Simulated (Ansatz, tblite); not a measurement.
# (CuCl)2 ring (Cu₂Cl₂): one state, many levels

The task here is to estimate one member of a computed series from the others.

Computed with Ansatz 0.2.0, Gaussian basis. Level: as each input shows.

The runs, in order: GFN1-xTB, GFN2-xTB, PBE-D4/def2-TZVP, r2SCAN-D4/def2-TZVP, CAM-B3LYP-D4/def2-TZVP, PBE-QIDH/def2-TZVP, LC-ωPBE/def2-TZVP, r2SCANh-D4/def2-TZVP, ωB97M-V/def2-TZVP, LDA/def2-TZVP, BLYP-D4/def2-TZVP, PBE-D4/def2-SVP, PBE0-D4/def2-SVP, HF/6-31G, B3LYP-D4/6-31G, PBE0-D4/def2-TZVPD, PBE-D4/def2-TZVPD, r2SCAN-D4/def2-TZVPD, CCSD(T)/def2-TZVPP, MP2/def2-TZVP, RPA/def2-TZVP.

### The relaxed structure

The geometry is that of the singlet, from an earlier relaxation (r2SCAN-D4/def2-SVP).

4 atoms, charge 0, spin multiplicity 1.

Bond lengths: Cu1–Cl2 2.262 Å, Cu1–Cl4 2.262 Å, Cl2–Cu3 2.262 Å, Cu3–Cl4 2.262 Å. Angles: Cl2–Cu1–Cl4 119.5°, Cu1–Cl2–Cu3 60.5°, Cl2–Cu3–Cl4 119.5°, Cu1–Cl4–Cu3 60.5°.

No spin-orbit coupling is included.

PBE0-D4/def2-TZVP was run before; its log isn't repeated, and its numbers join the tables.

Set-up of the first run:

Tight binding, by tblite at 300 K electronic temperature and without a spin-polarisation term:

```python
tblite.interface.Calculator('GFN1-xTB', numbers, positions, charge=0, uhf=0).singlepoint()
```

Tight binding, by tblite at 300 K electronic temperature and without a spin-polarisation term:

```python
tblite.interface.Calculator('GFN2-xTB', numbers, positions, charge=0, uhf=0).singlepoint()
```

start.molden holds the orbitals of an earlier run on this state, given as this run's starting guess.

Input file in.yaml:

```yaml
crystal:
  periodic: [false, false, false]
  atoms:
    - {symbol: Cu, position_ang: [0.381750, 1.072696, -0.044981]}
    - {symbol: Cl, position_ang: [0.744052, -0.189614, 1.796955]}
    - {symbol: Cu, position_ang: [-0.381628, -1.072513, 0.044951]}
    - {symbol: Cl, position_ang: [-0.744174, 0.189431, -1.796924]}
basis:
  gaussian: {orbitals: def2-TZVP, initial_orbitals: start.molden}
hamiltonian: {xc: pbe, dispersion: d4}
scf: {omitted_lower_state_checks: [starts]}
output: {forces: true, orbitals: {seedname: orbitals}}
```

On the command line:

```sh
$ ansatz run in.yaml --threads 4 --pin off --events-out ev --progress --plain --max-ram 3916MiB
```

Steps of the session up to this table: PBE-D4/def2-TZVP; r2SCAN-D4/def2-TZVP; CAM-B3LYP-D4/def2-TZVP; PBE-QIDH/def2-TZVP; LC-ωPBE/def2-TZVP; r2SCANh-D4/def2-TZVP; ωB97M-V/def2-TZVP; LDA/def2-TZVP; BLYP-D4/def2-TZVP; PBE-D4/def2-SVP; PBE0-D4/def2-SVP; HF/6-31G; B3LYP-D4/6-31G; PBE0-D4/def2-TZVPD; PBE-D4/def2-TZVPD; r2SCAN-D4/def2-TZVPD; CCSD(T)/def2-TZVPP; MP2/def2-TZVP; RPA/def2-TZVP.

One table of the session follows, with a row left open; its other results are not shown here.

It belongs to the step «Levels side by side». 

| level | HOMO (eV) | LUMO (eV) | gap (eV) |
| --- | --- | --- | --- |
| HF/6-31G | -10.58 | 0.75 | 11.33 |
| LDA/def2-TZVP | -5.84 | -3.21 | 2.63 |
| PBE-D4/def2-SVP | -4.79 | -2.47 | 2.32 |
| PBE-D4/def2-TZVP | -5.52 | -2.94 | 2.58 |
| PBE-D4/def2-TZVPD | -5.59 | -3.03 | 2.56 |
| BLYP-D4/def2-TZVP | -5.47 | -2.95 | 2.52 |
| r2SCAN-D4/def2-TZVP | -5.59 | -2.61 | 2.97 |
| r2SCAN-D4/def2-TZVPD | -5.64 | -2.69 | 2.95 |
| r2SCANh-D4/def2-TZVP | -6.26 | -2.25 | 4.01 |
| B3LYP-D4/6-31G | -5.67 | -2.29 | 3.37 |
| PBE0-D4/def2-SVP | -6.56 | -1.55 | 5.02 |
| PBE0-D4/def2-TZVP | -7.17 | -1.94 | 5.23 |
| PBE0-D4/def2-TZVPD | ? | ? | ? |
| CAM-B3LYP-D4/def2-TZVP | -8.65 | -1.11 | 7.54 |
| LC-ωPBE/def2-TZVP | -9.77 | 0.17 | 9.94 |
| ωB97M-V/def2-TZVP | -9.59 | -0.31 | 9.28 |

Q: Estimate the row for PBE0-D4/def2-TZVPD from the others.

**Answer.** HOMO (eV): -7.22; LUMO (eV): -2.04; gap (eV): 5.18. In the column «HOMO (eV)» it lies between CAM-B3LYP-D4/def2-TZVP (-8.65) and PBE0-D4/def2-TZVP (-7.17).
